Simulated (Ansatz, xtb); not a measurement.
System: isobutene, C4H8, net charge 0, singlet state. SMILES: C=C(C)C
Geometry from a B3LYP-D3(BJ)/def2-TZVP (Ansatz, an electronic-structure program) optimisation:
```xyz
12

C      0.0065     0.0014     1.4542
C      0.0006     0.0001     0.1241
H      0.0048     0.9250     2.0197
H      0.0131    -0.9212     2.0214
C     -0.0087     1.2699    -0.6778
H     -0.0098     2.1526    -0.0389
H      0.8653     1.3203    -1.3345
H     -0.8890     1.3125    -1.3267
C      0.0027    -1.2712    -0.6754
H      0.0095    -2.1526    -0.0350
H     -0.8771    -1.3229    -1.3243
H      0.8771    -1.3150    -1.3320
```
Charge 0, spin multiplicity 1.

Harmonic wavenumbers from GFN2-xTB (xtb, at its own minimum), cm⁻¹: 108, 155, 378, 428, 430, 691, 868, 892, 955, 988, 1000, 1072, 1082, 1281, 1401, 1402, 1427, 1476, 1481, 1487, 1492, 1739, 2997, 3000, 3010, 3016, 3048, 3049, 3102, 3124.

Problem. Give the harmonic wavenumbers at B3LYP-D3(BJ)/def2-TZVP (Ansatz, finite differences of forces, unscaled).

Solution. 172, 212, 383, 441, 442, 707, 819, 923, 964, 990, 1023, 1087, 1109, 1301, 1411, 1416, 1446, 1471, 1483, 1489, 1503, 1719, 3013, 3019, 3054, 3057, 3108, 3109, 3136, 3214 cm⁻¹. Zero-point energy 67.5 kcal/mol.

Problem. From these and the geometry, give the ideal-gas thermochemistry at 298.15 K and 1 atm (rigid rotor, harmonic oscillator).

Solution. Point group C2v, rotational symmetry number 2. Rotational constants 9.187, 8.431, 4.647 GHz. S(trans) 38.00, S(rot) 22.93, S(vib) 8.27, S(elec, spin only) 0.00, S 69.2 cal/(mol K). H(298) - H(0) 3.92 kcal/mol; G - E(el) 50.8 kcal/mol.
